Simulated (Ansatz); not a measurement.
C$_{4}$H$_{5}$F, SMILES `CC1C=C1F`. Total charge 0; spin multiplicity 1. The structure was optimised at the PBE0-D4/def2-TZVP level.

```xyz
10

C    -0.160   -1.129   -0.608
C    -0.295   -0.043    0.431
C     0.866    0.940    0.722
C    -0.171    1.377    0.110
F    -0.778    2.385   -0.465
H    -1.136   -1.402   -1.021
H     0.479   -0.803   -1.432
H     0.276   -2.033   -0.173
H    -0.926   -0.328    1.278
H     1.844    1.036    1.158
```

Problem. What is the dipole moment at B3LYP/def2-TZVPP? (Estimate.)

Solution. Ansatz gave: 1.18 D, with components (0.65, -0.87, 0.48) D in this frame, pointing from negative to positive charge.

Problem. And with PBE, r2SCAN, ωB97M-V? (Best estimate.)

Solution. Ansatz gave: PBE 1.04 D, r2SCAN 1.10 D, ωB97M-V 1.17 D.

Problem. Give the Mulliken charges with B3LYP, r2SCAN, PBE in def2-TZVPP. (Best estimate.)

Solution. Computed: 
| atom | B3LYP | r2SCAN | PBE |
| --- | --- | --- | --- |
| C1 | -0.20 | -0.11 | -0.21 |
| C2 | -0.12 | -0.01 | -0.11 |
| C3 | -0.23 | -0.23 | -0.23 |
| C4 | 0.24 | 0.22 | 0.22 |
| F5 | -0.17 | -0.17 | -0.13 |
| H6 | 0.08 | 0.04 | 0.08 |
| H7 | 0.07 | 0.03 | 0.07 |
| H8 | 0.07 | 0.04 | 0.07 |
| H9 | 0.07 | 0.03 | 0.07 |
| H10 | 0.18 | 0.15 | 0.16 |

B3LYP here is the variant with VWN-RPA as its local correlation; programs differ in this.
